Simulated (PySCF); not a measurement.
# How the method moves the HOMO and LUMO of `C[C@H]1[CH+]C=CC1`

C6H9 (charge +1).
Z-matrix (Å and degrees, PBE0-D3(BJ)/def2-SVP geometry), rows numbered from 1:
```
C 
C   1  1.5345
C   2  1.4698  1  115.30
C   3  1.3898  2  112.68  1   131.97
C   4  1.3890  3  107.38  2    -1.18
C   5  1.4640  4  111.87  3    -1.16
H   1  1.0986  2  110.94  3    58.47
H   1  1.0994  2  111.02  3   -62.44
H   1  1.0982  2  109.58  3   177.62
H   2  1.1146  1  106.84  3  -115.52
H   3  1.0962  2  122.92  1   -48.67
H   4  1.0908  3  126.34  2   178.45
H   5  1.0959  4  124.51  3   178.53
H   6  1.1071  2  115.37  1   106.10
H   6  1.1096  2  112.55  1   -12.44
```

Basis pcSseg-1 throughout (PySCF), one geometry. Geometry: PBE0-D3(BJ)/def2-SVP; no solvent, vibrations or thermal averaging.

Q: How do the orbital energies and the gap change with the method?

A: 
```csv
method,kind,HOMO (eV),LUMO (eV),gap (eV),SCF cycles
BLYP,GGA,-13.02,-9.41,3.61,16
B97-D,GGA,-13.12,-9.46,3.66,15
OPBE,GGA,-13.16,-9.51,3.65,15
PBE,GGA,-13.16,-9.56,3.60,14
KT2,GGA,-13.19,-9.50,3.69,15
KT3,GGA,-13.23,-9.53,3.70,15
LDA,LDA,-13.25,-9.72,3.52,15
BP86,GGA,-13.25,-9.64,3.61,14
B97-2,global hybrid,-14.04,-8.71,5.32,13
B3LYP,global hybrid,-14.06,-8.86,5.20,14
PBE0,global hybrid,-14.28,-8.67,5.61,13
mPW1PW91,global hybrid,-14.31,-8.69,5.62,13
BHandHLYP,global hybrid,-15.19,-7.57,7.61,12
CAM-B3LYP,range-separated hybrid,-15.55,-7.55,8.00,12
wB97X-D,range-separated hybrid,-16.09,-6.89,9.20,13
HF,Hartree–Fock,-16.47,-4.74,11.73,11
LC-wPBE,range-separated hybrid,-16.91,-6.53,10.37,12
```

The HOMO spans 3.89 eV, from BLYP down to LC-wPBE, and the gap runs from 3.52 eV (LDA) to 11.73 eV (HF). Over the methods BLYP (0 %), B97-D (0 %), OPBE (0 %), PBE (0 %), KT2 (0 %), KT3 (0 %), LDA (0 %), BP86 (0 %), B97-2 (21 %), B3LYP (20 %), PBE0 (25 %), mPW1PW91 (25 %), BHandHLYP (50 %), HF (100 %), a straight line through the gap against the share of exact exchange rises by 0.81 eV for each 10 % (correlation coefficient 1.000).
